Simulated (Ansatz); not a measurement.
```yaml
crystal:
  periodic: [false, false, false]
  atoms:
    - {symbol: N, position_ang: [-0.831165, 1.088859, -0.772878]}
    - {symbol: C, position_ang: [-0.085118, 0.628612, 0.480142]}
    - {symbol: C, position_ang: [0.792092, -0.507963, 0.106941]}
    - {symbol: O, position_ang: [0.027141, -1.559905, -0.363436]}
    - {symbol: H, position_ang: [-1.198367, 0.462265, -1.136255]}
    - {symbol: H, position_ang: [-1.417985, 1.826679, -0.336242]}
    - {symbol: H, position_ang: [0.551882, 1.448144, 0.872392]}
    - {symbol: H, position_ang: [-0.895508, 0.172995, 1.234600]}
    - {symbol: H, position_ang: [1.421709, -0.006744, -0.658351]}
    - {symbol: H, position_ang: [1.259860, -0.782789, 1.131430]}
    - {symbol: H, position_ang: [0.626246, -2.169713, -0.807151]}
basis:
  gaussian: {orbitals: LANL2DZ}
magnetization: {spin_polarized: true, initial_magnetization: 2}
hamiltonian: {xc: {name: PBE}}
output: {forces: true}
```

```sh
$ ansatz run in.yaml --threads 2 --pin off --events-out ev --progress --plain --max-ram 32768MiB --backend cpu
```

Problem. How does Ansatz answer? (Best estimate.)

Solution. Ansatz gave: The program refused the input.
```
Error: <dir> can't be read: No such file or directory (os error 2)
```
